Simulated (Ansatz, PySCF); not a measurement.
Proton affinity at N (heteroatom site), enthalpy at 298 K: 8 cases among organics with nitrogen, in kcal/mol, species as SMILES. Positive where protonation releases energy; each at the best of the heteroatom sites tried, carbon not among them. Conventions: dispersion terms only where a functional's name holds one; non-relativistic; frozen cores in correlated levels; 6-311+G** with 5d; 6-31G* and kin with 6d, 5d where marked; no spin-orbit coupling. CBS marks a two-point X^-3 extrapolation of the correlation energy; Hartree-Fock from the larger set. The bracket is a focal-point correction in the basis named. First-principles rows: single points at B3LYP-D3(BJ) geometries (Ansatz, a quantum-chemistry and plane-wave program), with unscaled harmonic terms from B3LYP/6-31G* (Ansatz) at its own minima.

Coupled cluster (Ansatz) is a level with limits of its own, used here on species with T1 under 0.025 (0.045 for open shells) and stable references: (a) RI-MP2/CBS(cc-pVTZ,cc-pVQZ)+[CCSD(T)-MP2]/cc-pVDZ; (b) RI-MP2/CBS(cc-pVTZ,cc-pVQZ)+[CCSD(T)-MP2]/cc-pVTZ; (c) CCSD(T)/CBS(cc-pVTZ,cc-pVQZ).

| species | atoms | coupled cluster | difference of BP86/def2-SVP (PySCF) | difference of BP86/6-31G* (5d) (PySCF) | difference of B3LYP/STO-3G (Ansatz) | difference of PBE0/6-311+G** (Ansatz) | difference of PBE/def2-TZVPD (Ansatz) | difference of PBE0/def2-TZVPD (Ansatz) |
|---|---|---|---|---|---|---|---|---|
| C#N (CHN) [formonitrile], to C#[NH+] | 3 | 170.0 (c) | 1.7 | -0.2 | 14.9 | 0.2 | -0.7 | 1.0 |
| C=N (CH3N), to C=[NH2+] | 5 | 207.7 (c) | 1.6 | 1.3 | 33.0 | 1.1 | -1.9 | 0.8 |
| CC#N [acetonitrile], to CC#[NH+] | 6 | 186.7 (b) | 4.6 | 2.4 | 19.6 | 2.1 | 2.0 | 3.1 |
| CNC [N-methylmethanamine], to C[NH2+]C | 10 | 222.6 (b) | -0.3 | 1.2 | 40.9 | -0.4 | -3.1 | -0.8 |
| C(N)C [ethanamine], to CC[NH3+] | 10 | 218.4 (b) | 1.9 | 3.3 | 44.3 | 0.7 | -1.7 | 0.4 |
| C1C(N)C1, to [NH3+]C1CC1 | 11 | 215.0 (b) | 2.1 | 4.0 | 45.4 | 0.8 | -1.1 | 0.8 |
| CN(C)C [N,N-dimethylmethanamine], to C[NH+](C)C | 13 | 227.1 (a) | -2.2 | -0.4 | 39.9 | -1.0 | -3.9 | -1.4 |
| C1CC(C1)N, to [NH3+]C1CCC1 | 14 | 220.5 (c) | 2.1 | 4.3 | 45.8 | 1.0 | -1.2 | 0.8 |

| level | cases | mean signed difference | mean absolute difference | median absolute difference | largest absolute difference |
|---|---|---|---|---|---|
| BP86/def2-SVP (PySCF) | 8 | 1.44 | 2.06 | 2.00 | 4.6 |
| BP86/6-31G* (5d) (PySCF) | 8 | 1.99 | 2.14 | 1.85 | 4.3 |
| B3LYP/STO-3G (Ansatz) | 8 | 35.47 | 35.47 | 40.40 | 45.8 |
| PBE0/6-311+G** (Ansatz) | 8 | 0.56 | 0.91 | 0.90 | 2.1 |
| PBE/def2-TZVPD (Ansatz) | 8 | -1.45 | 1.95 | 1.80 | 3.9 |
| PBE0/def2-TZVPD (Ansatz) | 8 | 0.59 | 1.14 | 0.80 | 3.1 |

BP86/def2-SVP lies above in 6 of 8 cases and within 2 kcal/mol in 4; mean signed difference 1.44 kcal/mol, mean absolute 2.06 kcal/mol (2.02 over the 5 cases of up to 10 atoms, 2.13 over the larger). These figures hold for the species listed.

How the rows were picked: cases drawn at random among the computed members of the class with clean coupled-cluster diagnostics. The batch they came from held 10 cases of this property in the class: 1 with a tabulated value, 8 with clean coupled cluster alone, 1 with neither, which enter no statistics. The levels are drawn from those run on every case listed, the commonest habits more often. No case is left out for the size of its miss. Left out are saddle points of the reference geometry, anions that the best level run finds unbound, excited spin states, species near biochemistry, 298 K rows of species without real B3LYP wavenumbers, cases with under five habitual levels, runs that failed or that the program found above a lower state of the same kind, table entries that another table contradicts, and a share of species set aside by lot.
